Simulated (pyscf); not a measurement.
PySCF, gas phase, ωB97X-D3(BJ)/def2-SVP geometries.

Task: For the elementary gas-phase step F–CH(F)–Cl (SMILES FC(F)Cl) + Cl• (SMILES [Cl]) → F–CH•–F (SMILES F[CH]F) + Cl–Cl (SMILES ClCl) (doublet surface; C–Cl broken, Cl–Cl formed), what barrier and reaction energy does ωB97M-D3(BJ)/def2-TZVP give, measured from the separated reactants?

Result: ΔE‡ = 183.4 kJ/mol, ΔE = +123.8 kJ/mol. Zero-point energy shifts the barrier by -6.9 kJ/mol. It is an atom transfer, with an imaginary mode of 803i cm⁻¹. One saddle was located; it need not be the lowest between these sides. The angle at the transferred Cl is 79°: a side-on saddle, likely not the lowest. Left out: the spin-orbit lowering of Cl.
